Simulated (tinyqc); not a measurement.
The integration grid: Kohn-Sham M06L on finer and finer grids in the sto-6g basis, for LiH, spin multiplicity 1. Computed by the program tinyqc with PySCF. Self-consistent on each grid; the net force on the molecule should vanish.

Geometry (angstrom):
```
atom       x       y       z
Li    0.0000  0.0000  0.0000
H     0.0000  0.0000  1.8280
```

Kohn-Sham energy on Becke grids (radial x angular points per atom):
```
grid       points  residual of the electron count  E (hartree)  E - finest (mhartree)  largest net force without grid terms (hartree/bohr)
10 x 14       274                        2.68e-02    -8.076916             -36.255992                                             8.52e-02
15 x 26       771                        1.09e-03    -8.034461               6.198097                                             1.22e-02
20 x 50      1988                       -4.09e-04    -8.039234               1.425907                                             9.67e-03
30 x 86      5142                       -8.54e-05    -8.040610               0.049203                                             1.87e-03
50 x 194    19362                       -5.90e-06    -8.040646               0.013673                                             1.65e-05
75 x 302    45234                        7.61e-07    -8.040662              -0.002525                                             6.89e-05
120 x 590  141446                        2.83e-08    -8.040660               0.000000                                             3.97e-06
```

What does the comparison show, and why?

The energy is within 0.1 mhartree of the finest grid first at 30 x 86. The error has both signs, since quadrature is not variational. The electron count and the net force are cheap signs of a poor grid.
